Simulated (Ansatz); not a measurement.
# BSiH2 (quartet): wave-function methods side by side, 6-31G

Aim: climb from Hartree-Fock through coupled cluster and multireference methods for BSiH2 (quartet) at one geometry and basis, and see what each rung misses.

Method: 6-31G, core rule «outside noble gas», up to 6 orbitals frozen; program: Ansatz 0.2.0, Gaussian basis.

The runs, in order: UHF; CCSD(T) on ROHF; CCSD(T) on UHF; BCCD(T) on ROHF; CISD; CCSDT(Q) on ROHF; CCSDT(Q) on UHF; CISDTQ; CASSCF and MRCISD+Q, 9 electrons in 10 orbitals; CASSCF and MRCISD+Q(relaxed), 9 electrons in 10 orbitals; CASSCF and NEVPT2, 9 electrons in 10 orbitals; Full CI.

23 further runs of the same task are left out: 12 that didn't finish, 11 set aside as unsound or not needed.

## Step 1: The system

The geometry is a PBE0/def2-TZVP stationary point (not a proven minimum).

4 atoms, charge 0, spin multiplicity 4.

Atoms are counted from 1 here; the program's logs count them from 0.

Bond lengths: Si1–B2 1.993 Å, B2–H3 1.191 Å, B2–H4 1.191 Å. Angles: Si1–B2–H3 115.4°, Si1–B2–H4 115.4°, H3–B2–H4 129.2°.

## Step 2: UHF

Input file in.yaml:

```yaml
crystal:
  periodic: [false, false, false]
  atoms:
    - {symbol: Si, position_ang: [0.000000, 0.000000, 0.649966]}
    - {symbol: B, position_ang: [0.000000, 0.000000, -1.342837]}
    - {symbol: H, position_ang: [0.000000, -1.075954, -1.853888]}
    - {symbol: H, position_ang: [0.000000, 1.075954, -1.853888]}
basis:
  gaussian: {orbitals: 6-31G}
magnetization: {spin_polarized: true, initial_magnetization: 3}
hamiltonian: {xc: hf}
output: {orbitals: {seedname: orbitals}}
```

The run is started by

```console
> ansatz run in.yaml --threads 1 --pin off --events-out ev --progress --plain --max-ram 2393MiB
```

The runs that follow: CCSD(T) on ROHF; CCSD(T) on UHF; BCCD(T) on ROHF; CISD; CCSDT(Q) on ROHF; CCSDT(Q) on UHF; CISDTQ; CASSCF and MRCISD+Q, 9 electrons in 10 orbitals; CASSCF and MRCISD+Q(relaxed), 9 electrons in 10 orbitals; CASSCF and NEVPT2, 9 electrons in 10 orbitals; Full CI.

**Question.** What will the summary of the whole plan be? Wanted: FCI below the RHF energy; RMP2 from FCI; UMP2 from FCI; RCCSD from FCI; RCCSD(T) from FCI; UCCSD(T) from FCI; RCCSDT(Q) from FCI; UCCSDT(Q) from FCI; NEVPT2 valence from FCI.

**Answer**, as computed:

| quantity | value |
| --- | --- |
| FCI below the RHF energy | -2.7237 eV |
| RMP2 from FCI | +17.20 kcal/mol |
| UMP2 from FCI | +17.18 kcal/mol |
| RCCSD from FCI | +2.13 kcal/mol |
| RCCSD(T) from FCI | +0.58 kcal/mol |
| UCCSD(T) from FCI | +0.57 kcal/mol |
| RCCSDT(Q) from FCI | +0.02 kcal/mol |
| UCCSDT(Q) from FCI | +0.01 kcal/mol |
| NEVPT2 valence from FCI | +6.32 kcal/mol |
| MRCISD+Q valence from FCI | +0.32 kcal/mol |
| MRCISD+Q(relaxed) valence from FCI | -0.02 kcal/mol |
| levels within 1 kcal/mol (43 meV) | RCCSD(T), UCCSD(T), BCCD(T), RCCSDT, UCCSDT, CISDTQ, RCCSDT(Q), UCCSDT(Q), MRCISD valence, MRCISD+Q valence, MRCISD+Q(relaxed) valence |
| T1 diagnostic | 0.036 |
| effectively unpaired electrons | 3.03 |

**Reading.** RCCSD(T) lands +0.58 kcal/mol from the yardstick (0.9 % of the correlation energy). One determinant dominates. Of the multireference levels listed MRCISD+Q(relaxed) valence comes nearest in total energy (-0.02 kcal/mol), which doesn't show that its space is the better one. These misses are within one basis, not against nature; the frozen cores of restricted and unrestricted runs differ, which can shift their rows.
